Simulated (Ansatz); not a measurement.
## Worked example: correlation energy of CH₃⁺, triplet

Geometry: a point of a stretch scan, not a stationary point.

```xyz
4

C     0.0000    0.0050    0.0478
H     0.0000    0.6135   -0.7981
H     0.0000    0.0050    1.1307
H     0.0000   -0.6784   -0.9022
```

Basis cc-pVDZ; Ansatz 0.2.0. Correlated methods freeze the noble-gas cores, which leaves 6 electrons in 28 orbitals. R marks a restricted (for open shells ROHF) determinant, U an unrestricted one.

Full CI is exact within this basis and frozen core; it isn't the basis-set limit. The frozen core follows each run's orbitals, which can shift R against U totals by a few meV.

Runs differ by some tens of microhartree through their thresholds and, for an open shell, their frozen cores, so steps under 0.1 kcal/mol mean nothing.

```tsv
level	total energy (hartree)
UHF	-39.096560
UMP2	-39.192782
UCCSD	-39.214468
UCCSD(T)	-39.216461
UCCSDT	-39.216894
UCCSDT(Q)	-39.216966
full CI	-39.216921
```

Question: What is the correlation energy at full CI, and what share of it do UMP2 and UCCSD recover?

Answer: E(corr) = -39.216921 − (-39.096560) = -0.120361 hartree = -3.275 eV. UMP2: -0.096222 / -0.120361 = 79.94 %. UCCSD: -0.117908 / -0.120361 = 97.96 %.

Question: By how many kcal/mol does UCCSD(T) miss full CI (1 hartree = 627.509 kcal/mol), and which steps make up the rest?

Answer: -39.216461 − (-39.216921) = 0.000460 hartree = 0.29 kcal/mol. Steps: UCCSDT − UCCSD(T) = -0.27, UCCSDT(Q) − UCCSDT = -0.05, full CI − UCCSDT(Q) = 0.03 kcal/mol. That is within 1 kcal/mol of the reference in this basis, which itself misses far more of the correlation at the basis-set limit.
